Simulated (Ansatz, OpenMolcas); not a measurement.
# Worked example: the enthalpy of formation of C3H5N (propanenitrile)

The species is C3H5N (9 atoms), meant as a singlet with charge 0. SMILES: `CCC#N`. Geometry: relaxed at PBE0-D4/def2-TZVP.

Total energies at PBE/def2-SVPD (OpenMolcas 26.06); the atoms run unrestricted:

| species | state | energy (Eh) |
| --- | --- | --- |
| C3H5N | singlet | -171.720731 |
| C | triplet | -37.752188 |
| N | quartet | -54.467748 |
| H | doublet | -0.498629 |

Harmonic wavenumbers at PBE0-D4/def2-TZVP, in cm⁻¹: 213, 220, 400, 558, 787, 857, 1038, 1096, 1110, 1287, 1347, 1410, 1464, 1490, 1498, 2383, 3066, 3070, 3104, 3150, 3153.

Measured heats of formation of the gaseous atoms at 298.15 K, in kJ/mol: C 716.9, N 472.4, H 218.0. Take 1 Eh = 2625.50 kJ/mol, 1 cm⁻¹ = 0.0119627 kJ/mol, RT = 2.479 kJ/mol.

Task: Work out the heat of formation of the gas at 298 K.

Result: 
1. Electronic atomisation energy: 3 × (-37.752188) + (-54.467748) + 5 × (-0.498629) − (-171.720731) = 1.503274 Eh = 3946.8 kJ/mol.
2. Zero-point energy: half the sum of the wavenumbers, 16350.5 cm⁻¹ = 195.6 kJ/mol.
3. Thermal vibrational enthalpy, Σ hcν̃/(exp(hcν̃/kT) − 1): 4.8 kJ/mol. Translation, rotation and pV of a non-linear molecule: 4 RT = 9.9 kJ/mol.
4. The 9 free atoms carry 5/2 RT each: 55.8 kJ/mol.
5. Spin-orbit coupling lowers the free atoms by 3 × 0.02 = 0.1 kJ/mol.
6. Atomisation enthalpy at 298 K: 3946.8 − 0.1 − 195.6 − 4.8 − 9.9 + 55.8 = 3792.2 kJ/mol.
7. Sum of the atoms' heats of formation: 3713.1 kJ/mol. Heat of formation: 3713.1 − 3792.2 = -79.1 kJ/mol.

The tabulated value is +51.7 kJ/mol (CRC Handbook of Chemistry and Physics), so this level is off by -130.8 kJ/mol, or 3.6 % of the atomisation enthalpy. Gradient-corrected functionals often overbind somewhat. Anharmonicity and any spin-orbit splitting of the molecule are left out.
